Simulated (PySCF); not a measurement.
Molecule (SMILES): C=CCl.
Geometry (B3LYP-D3(BJ)/def2-TZVP, fixed):
```
C
C 1 1.3205
H 1 1.0805 2 123.94
H 2 1.0811 1 122.25 3 180.00
H 2 1.0820 4 118.23 1 180.00
Cl 1 1.7376 3 112.62 2 180.00
```

Basis-set convergence of the lowest singlet excitation energy at PBE0 with PySCF. Tamm-Dancoff approximation; the state is taken by its order, and sets in which it differs in degeneracy or brightness are left out, yet its character can still change. All functions are spherical. Density fitting with generated auxiliary sets. In sets without p functions on hydrogen, species with hydrogen take exact integrals. No added dispersion term, no relativity. Reference: the value in aug-pcseg-2, 6.562 eV, itself unsure by roughly 0.003 eV (its distance from aug-cc-pV(T+d)Z). Deviations are taken from unrounded values. Cost is core time over that of aug-pcseg-1, rough, on shared machines of one kind; a dash marks a row that isn't timed (too short, read off another run, short of memory, by another algorithm or on other hardware).

```tsv
basis	functions	lowest singlet excitation energy (eV)	minus reference (eV)	cost
3-21G	37	7.396	0.835	-
6-31G	37	7.307	0.745	-
aug-pcseg-1	100	6.612	0.050	1×
aug-cc-pV(D+d)Z	105	6.578	0.016	1×
6-311++G(2d,2p)	119	6.615	0.053	1×
jun-cc-pV(T+d)Z	168	6.666	0.104	4×
6-311++G(3df,3pd)	179	6.611	0.050	4×
aug-pcseg-2	211	6.562	0.000	6×
aug-cc-pV(T+d)Z	216	6.565	0.003	6×
```

The smallest set listed that lies within 0.2 eV of the reference with all its larger relatives (same family, alike in diffuse functions; a set with none counts only in the reference's own line) is aug-pcseg-1 (100 functions, 1× in cost, 0.050 eV off).
